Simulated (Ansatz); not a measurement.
# hcp Pt (model structure)

Computed with r²SCAN-D4 (PAW; Ansatz, a first-principles code).

Settings: plane-wave cutoff 500 eV, 30×30×16 k mesh (along the axes of the cell as run), Fermi–Dirac smearing 0.1 eV, scalar-relativistic PAW data made under PBE.

Cell (relaxed at this level):

```yaml
crystal:
  lattice:
    - [1.36730, -2.36823, 0.00000]
    - [1.36730, 2.36823, 0.00000]
    - [0.00000, 0.00000, 4.72408]
  atoms:
    - { symbol: Pt, position: [0.33333, 0.66667, 0.25000] }
    - { symbol: Pt, position: [0.66667, 0.33333, 0.75000] }
```

| Item | Result |
|---|---|
| band gap | zero (no gap) |

Note: the relaxation could raise the start's symmetry but not lower it, so the cell can be a saddle point.

Spin–orbit coupling is not included.

The computed numbers hold no vibrational or temperature effects.

Computing time: about 100 core-seconds (a rough figure).

A model structure was made by putting elements into a prototype or built by hand; it is no filed structure, need not be a known phase, and can be a saddle point held by its symmetry.
